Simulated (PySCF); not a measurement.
CHCl₃.
Z-matrix (Å and degrees, PBE0-D3(BJ)/def2-SVP geometry), rows numbered from 1:
```
Cl
C   1  1.7663
Cl  2  1.7652  1  111.26
Cl  2  1.7660  1  111.25  3   124.65
H   2  1.0948  1  107.61  3  -117.71
```

Computed at PBE0/pcSseg-1 (PySCF, non-relativistic), with Q(35Cl) = −0.0817 b: Cl1, 35Cl (I = 3/2): χzz = -83.06 MHz, η = 0.017.

(1) Where would the pure quadrupole (NQR) lines of 35Cl at Cl1 fall for the rigid, isolated species?

(2) Apply the simplest Townes–Dailey estimate (no s hybridisation, no π bonding), ionic character = 1 − χzz/χ0, where χ0 is the coupling for one missing p electron along the bond: −109.74 MHz for 35Cl.

Answers

(1) From ν = (|χ|/2)√(1 + η²/3): ν = 41.53 MHz (chlorine of a CCl3 group). For 37Cl the ratio of quadrupole moments, 0.7881, gives 32.73 MHz.

(2) Cl1 on C2: 1 − (-83.06)/(-109.74) = 0.24. In this model a purely covalent bond gives χ0 and a free halide ion gives zero; s hybridisation or π bonding, where present, is counted here as ionic character.

In a crystal, neighbours and librations shift these lines. The small basis limits the accuracy of the gradients.
